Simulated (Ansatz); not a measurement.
Geometry optimisation, Ansatz, RKS PBE0-D4/cc-pVDZ.

Input file:

```yaml
crystal:
  periodic: [false, false, false]
  atoms:
    - { symbol: Si, position_ang: [0.293039, 0.035897, -0.1136] }
    - { symbol: F, position_ang: [0.214059, -0.077671, 1.508589] }
    - { symbol: H, position_ang: [1.761878, 0.035678, -0.423235] }
    - { symbol: H, position_ang: [-0.305925, 1.312304, -0.590158] }
    - { symbol: H, position_ang: [-0.318325, -1.180685, -0.725773] }
    - { symbol: O, position_ang: [-2.425525, 0.077345, 0.835027] }
    - { symbol: H, position_ang: [-2.77117, -0.812151, 0.691205] }
    - { symbol: H, position_ang: [-1.899031, -0.020416, 1.661245] }
basis:
  gaussian: { orbitals: cc-pVDZ }
hamiltonian:
  xc: pbe0
  dispersion: d4
relax:
  f_tol: 0.03
  max_steps: 50
```

Launched with:

```bash
$ ansatz run input.yaml --threads 1 --pin off --max-ram 2048MiB --backend cpu --events-out ev --progress --plain --runs-dir out
```

Task: Where does it end, and by what steps?

Result: The run converged. After 5 steps the energy has fallen by 0.032 eV; H7 moved furthest, 0.12 Å.

| step | energy less start (eV) | largest force component (eV/Å) | accepted |
| --- | --- | --- | --- |
| 0 | 0.0000 | 1.170 | yes |
| 1 | -0.0207 | 0.693 | yes |
| 2 | -0.0281 | 0.499 | yes |
| 3 | -0.0308 | 0.210 | yes |
| 4 | -0.0313 | 0.036 | yes |
| 5 | -0.0315 | 0.003 | yes |

```xyz
8
Properties=species:S:1:pos:R:3
Si 0.288 0.036 -0.130
F 0.165 -0.103 1.526
H 1.762 0.011 -0.396
H -0.288 1.334 -0.573
H -0.345 -1.150 -0.775
O -2.440 0.050 0.817
H -2.711 -0.876 0.767
H -1.881 0.068 1.607
```

Whether the end is a true minimum wasn't checked by a vibrational analysis.

Time of the run: 15 s on 1 thread of Arm Neoverse V2, on a shared host, peak memory 0.14 GiB.
